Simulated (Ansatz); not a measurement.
We consider trigonal Se, described by HSE06 (Ansatz, a first-principles code, plane waves, PAW).

Run with plane-wave cutoff 520 eV, 6×6×6 k mesh, finite displacements, scalar-relativistic PAW data made under PBE.

Computed at the level's own relaxed cell.

```cif
data_Se3
_chemical_formula_sum 'Se3'
_space_group_name_H-M_alt 'P3121'
_space_group_IT_number 152
_space_group_name_Hall 'P 31 2"'
_cell_length_a 4.86221
_cell_length_b 4.86221
_cell_length_c 4.88570
_cell_angle_alpha 90.000
_cell_angle_beta 90.000
_cell_angle_gamma 120.000
loop_
_atom_site_label
_atom_site_type_symbol
_atom_site_symmetry_multiplicity
_atom_site_Wyckoff_symbol
_atom_site_fract_x
_atom_site_fract_y
_atom_site_fract_z
_atom_site_occupancy
Se1 Se 3 a 0.79968 0.79968 0.00000 1
```

Harmonic phonon frequencies (cm⁻¹; i marks an imaginary mode):

```csv
q point,frequencies
Γ,0 0 0 67 129 129 256 256 273
M,23 25 29 41 123 127 255 256 279
A,41 41 57 70 119 119 235 267 267
```

No imaginary mode appears at these points.

Note: the cell comes from a level without a dispersion term, which matters for the spacing of layers, chains or molecules.
